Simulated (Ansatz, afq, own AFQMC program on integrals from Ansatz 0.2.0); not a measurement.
## GeHO, doublet in cc-pVDZ, levels against CCSDT(Q)

```xyz
3

Ge    0.0000    0.0106    0.3022
O     0.0000   -0.0954   -1.2633
H     0.0000    0.7488   -1.7241
```

Connectivity, by distances: Ge–OH.

Basis cc-pVDZ. Noble-gas cores (and the filled d shells of Ga–Kr and In–Xe) are frozen. Ansatz 0.2.0 and our own AFQMC program on the same integrals; the CISD trial comes from CCSD amplitudes, and released means the phaseless constraint is let go. Free projection: walkers drawn from exp(T), propagated without any constraint. Its projection time is finite, and what remains of the start isn't in its error. Error bars are statistical, one sigma. No spin–orbit coupling.

Determinant: UHF, the one that the program's search chose, which needn't be the lowest solution. The geometry is a point of a scan.

No full CI on the walks' own integrals is used here; CCSDT(Q) serves as the reference and is uncertain by about the last step of the cluster series.

Cautions: no relativity below Rb; no spin-orbit coupling; inner d shell frozen.

The T1 diagnostic is 0.0176 and the weight of the determinant in the CISD state is 0.899. The ⟨S²⟩ of the determinant is 0.764 and the size of the correlated space is 11 electrons in 31 orbitals.

Reference: CCSDT(Q), correlation energy -7.344 eV. The released energy is read at 2.40 1/Eh (meV from the phaseless value at times in 1/Eh: 2 ± 16 at 0.24, 21 ± 11 at 0.51, 5 ± 13 at 0.99, 9 ± 13 at 1.62, 38 ± 17 at 2.40).

```csv
level,E − E(reference) (kcal/mol),share of correlation (%)
HF,169.36,0.00
MP2,14.75,91.29
CCSD,4.56,97.30
CCSD(T),0.75,99.56
CCSDT,0.47,99.72
ph-AFQMC/HF,1.13 ± 1.61,99.33
ph-AFQMC/CISD,-0.27 ± 0.38,100.16
released AFQMC,0.61 ± 0.40,99.64
free AFQMC,0.35 ± 0.39,99.79
```

Free projections are given only where their last times agree within the noise and don't stop above the reference; a slow remainder of the start can still hide under it. A walk keeps the symmetry of its determinant, which the program's search chose and which needn't be the lowest solution, so a lower state of the same spin and another symmetry isn't excluded. Released energies are given only where the last usable release times agree within the noise; a slower fall can still hide under it.
